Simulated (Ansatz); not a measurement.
## How close CCSD(T) comes to the exact answer in a basis

Each species is computed at the geometry given (Å), with frozen cores, in Ansatz 0.2.0: RHF-CCSD(T) for singlets, UHF-CCSD(T) otherwise, and full CI in the same basis. The program picks the determinant by a search with trial CCSD, so it needn't be the lowest Hartree–Fock solution. States: InH singlet Σ⁺, HC–MgH triplet Σ⁻ or Δ, HNNa doublet A'', PH⁻ doublet Π. Cases whose determinant has another symmetry than full CI's state, or lies over 0.5 eV above the lowest of its kind, whose (Q) step broke down or whose higher cluster runs on it stay over 0.1 eV above full CI weren't drawn. No spin–orbit coupling is included; scalar relativity enters only through core potentials past Kr.

Judging by size, spin and bonding, rank them by the size of CCSD(T)'s error in total energy against full CI in the same basis, smallest first (an estimate).
A. HC–MgH, triplet, 6-31G: C 0.000 0.000 0.828; Mg 0.000 0.000 -1.179; H 0.000 0.000 3.226; H 0.000 0.000 -2.875
B. InH, singlet, def2-TZVPD: In 0.000 0.000 0.000; H 0.000 0.000 1.894
C. PH⁻, doublet, aug-cc-pVDZ: P 0.000 0.000 0.000; H 0.000 0.000 1.443
D. HNNa, doublet, 6-31G: N 0.000 -0.288 1.257; Na 0.000 0.149 -0.843; H 0.000 0.608 1.760

B (9.3 meV), C (32.9 meV), A (59.3 meV), D (75.2 meV).

```
        species        basis  correlated electrons  CCSD(T) − full CI (meV)  CCSDT(Q) − full CI (meV)  unpaired electrons (full CI)     T1  ⟨S²⟩ of the determinant
   InH, singlet   def2-TZVPD                     4                      9.3                       0.2                          0.07  0.013                     0.00
   PH⁻, doublet  aug-cc-pVDZ                     7                     32.9                       0.9                          1.07  0.016                     0.77
HC–MgH, triplet        6-31G                     8                     59.3                       0.8                          3.28  0.035                     2.92
  HNNa, doublet        6-31G                     7                     75.2                      -4.0                          1.08  0.189                     1.54
```

Unpaired electrons are Σ n²(2−n)² over natural occupations; an open shell counts its own unpaired electrons too. Frozen cores follow each run's orbitals, which moves totals by a few meV. No single determinant describes HC–MgH, triplet well, by full CI's occupations.
